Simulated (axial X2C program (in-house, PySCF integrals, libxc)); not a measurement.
Correcting the dissociation energy of AlSi for spin–orbit coupling

A spin-free CCSD(T) curve (one-electron X2C) was computed with an in-house all-electron X2C program for linear molecules (integrals from PySCF), basis Si dyall-v3z [8s7p2d1f], Al dyall-v3z [8s8p2d1f] (cores contracted in-house), for the state M_S = 3/2, Λ = 0 (beyond evenly filled blocks: σα, π+α, π-α). It gives D0 = 2.406 eV to Si + Al, which in a spin-free picture are the weighted means of the ground terms.

Correlated methods: 7 electrons correlated (number of frozen shells: Si 2 s, 1 p; Al 2 s, 1 p), 141 virtual spin orbitals or spinors in MP2, 90 natural virtuals in coupled cluster.

Measured levels of the ground terms (NIST Handbook of Basic Atomic Spectroscopic Data), in cm⁻¹: Si 3P: J = 0 at 0, J = 1 at 77.1, J = 2 at 223.2; Al 2P: J = 1/2 at 0, J = 3/2 at 112.1.

The molecular state has Λ = 0, so it has no first-order lowering.

How far does each ground level lie under the (2J+1)-weighted mean of its term?

Si: (1 × 0 + 3 × 77.1 + 5 × 223.2)/9 = 150 cm⁻¹; Al: (2 × 0 + 4 × 112.1)/6 = 75 cm⁻¹.

Correct D0.

D0 = 2.406 + (0 − 225)/8065.5 = 2.378 eV at CCSD(T) with these spin–orbit terms.

Second-order spin–orbit effects in the molecule, which grow quickly with Z, are left out. One determinant describes the state; a PBE0 search over occupations chose it and may have missed a lower one. De is counted from the lowest determinant-based energies of the atoms at the same level, without counterpoise correction. CCSD and (T) use frozen natural virtuals with an MP2 correction for the truncation; (T) itself is uncorrected, so its De runs slightly low. PBE0 can misorder states that lie within some tenths of an eV, so this need not be the ground state of the molecule. The nearest other spin-free determinant of the search, M_S = 1/2, Λ = 0, lies 0.26 eV up at the distance of the search.
